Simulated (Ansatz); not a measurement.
Relaxation of CH5BF (8 atoms, charge 0, multiplicity 2), to a largest force component of 0.03 eV/Å in at most 50 steps.

Level of theory: UKS BHLYP-D4/6-31G* in Ansatz 0.2.0.

```xyz
8
Properties=species:S:1:pos:R:3
B -0.008 0.467 -0.171
F -0.028 -0.815 1.990
H 1.073 0.080 -0.462
H -1.054 0.019 -0.499
C -0.001 -0.081 3.132
H -0.557 -0.608 3.902
H 1.029 0.050 3.449
H -0.454 0.889 2.951
```

**Question.** Where does it end, and by what steps?

**Answer.** It converged. The force dipped under the threshold on the way, but the program's further checks kept it going. After 14 steps the energy has fallen by 0.125 eV; H3 moved furthest, 0.72 Å.

```csv
step,energy less start (eV),largest force component (eV/Å),accepted
0,0.0000,0.874,yes
1,-0.0526,0.586,yes
2,-0.0948,0.449,yes
3,-0.0955,0.273,yes
4,-0.1069,0.109,yes
5,-0.1075,0.033,yes
6,-0.1087,0.018,yes
7,-0.0989,0.590,no
8,-0.1105,0.036,yes
9,-0.1120,0.187,yes
10,-0.1144,0.154,yes
11,-0.1152,0.319,yes
12,-0.1231,0.078,yes
13,-0.1246,0.096,yes
14,-0.1255,0.030,yes
```

```xyz
8
Properties=species:S:1:pos:R:3
B -0.100 0.340 0.194
F -0.516 -0.592 1.772
H 1.084 0.249 0.240
H -0.835 -0.242 -0.531
C 0.001 -0.035 2.948
H -0.352 -0.648 3.766
H 1.081 -0.053 2.879
H -0.364 0.980 3.023
```

Whether the end is a true minimum wasn't checked by a vibrational analysis.

Time of the run: 44 s on 1 thread of Intel(R) Xeon(R) Platinum 8259CL CPU @ 2.50GHz (Skylake/Cascade Lake) (shared host), peak memory 0.16 GiB.
